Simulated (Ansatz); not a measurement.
`C#CC(C)F` and `C#CC(F)CCl` differ in one atom or group.

Ansatz, PBE0-D4/def2-TZVP geometries, multiplicity 1. Each molecule was computed in one conformer, which needn't be the lowest.

```
                                          property  `C#CC(C)F`
               LUMO energy (B3LYP/def2-TZVPP) / eV        0.04
                 HOMO energy (PBE/def2-TZVPP) / eV       -6.86
size of the dipole moment (ωB97M-V/def2-TZVPP) / D        1.86
                LUMO energy (PBE0/def2-TZVPP) / eV        0.30
             HOMO energy (ωB97M-V/def2-TZVPP) / eV      -10.41
             HOMO–LUMO gap (B3LYP/def2-TZVPP) / eV        7.94
```

Question: Give the same properties after the change, and the shifts. (An estimate is asked.)

Answer: Ansatz gave: 
```
                                          property  `C#CC(F)CCl`  shift
               LUMO energy (B3LYP/def2-TZVPP) / eV         -0.40  -0.44
                 HOMO energy (PBE/def2-TZVPP) / eV         -7.03  -0.17
size of the dipole moment (ωB97M-V/def2-TZVPP) / D          0.34  -1.52
                LUMO energy (PBE0/def2-TZVPP) / eV         -0.15  -0.45
             HOMO energy (ωB97M-V/def2-TZVPP) / eV        -10.60  -0.19
             HOMO–LUMO gap (B3LYP/def2-TZVPP) / eV          7.69  -0.25
```

With PBE0 the HOMO falls by 0.19 eV and the LUMO falls by 0.45 eV, so the gap narrows by about 0.26 eV. PBE moves the HOMO by -0.17 eV and ωB97M-V by -0.19 eV. Dipoles are sizes alone; their direction can turn.

B3LYP here is the variant with VWN-RPA as its local correlation; programs differ in this.
